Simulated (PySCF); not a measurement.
## AlH6NP+: where a starting geometry ends

The starting geometry of this gas-phase singlet was optimised with GFN2-xTB.

| atom | x (Å) | y (Å) | z (Å) |
| --- | --- | --- | --- |
| Al | -0.4171 | -1.0870 | -0.4255 |
| N | -2.2710 | -0.8555 | -1.3074 |
| P | 1.3342 | 0.2721 | -0.9352 |
| H | -2.5150 | -1.7197 | -1.8099 |
| H | -2.4706 | -0.0819 | -1.9491 |
| H | -2.9668 | -0.7905 | -0.5512 |
| H | -1.0257 | -2.2378 | 0.3922 |
| H | 2.2507 | -0.7952 | -0.7768 |
| H | 1.1076 | -0.0485 | -2.3030 |

Q: Predict what it relaxes into with B3LYP-D3(BJ)/def2-SVP.

A: It keeps its bonds.

The energy falls by 0.18 eV over 22 steps:

| step | E − E(last) (eV) |
| --- | --- |
| 1 | 0.177 |
| 3 | 0.023 |
| 6 | 0.001 |
| 8 | 0.000 |
| 10 | 0.000 |
| 13 | 0.000 |
| 15 | 0.000 |
| 17 | 0.000 |
| 20 | 0.000 |
| 22 | 0.000 |

Final geometry (Å):

```xyz
9

Al   -0.4705   -1.3057   -0.3620
N    -2.2191   -0.8680   -1.2835
P     1.1418    0.2466   -0.8832
H    -2.6112   -1.6790   -1.7831
H    -2.1764   -0.1002   -1.9663
H    -2.9440   -0.6036   -0.6004
H    -0.8067   -2.4766    0.6194
H     2.2100   -0.6759   -0.6685
H     1.0187   -0.0022   -2.2875
```

No frequencies were run, so the end isn't proven a minimum. Run with PySCF 2.14.0, 110 s on 2 threads of Arm Neoverse V1, on a shared host.
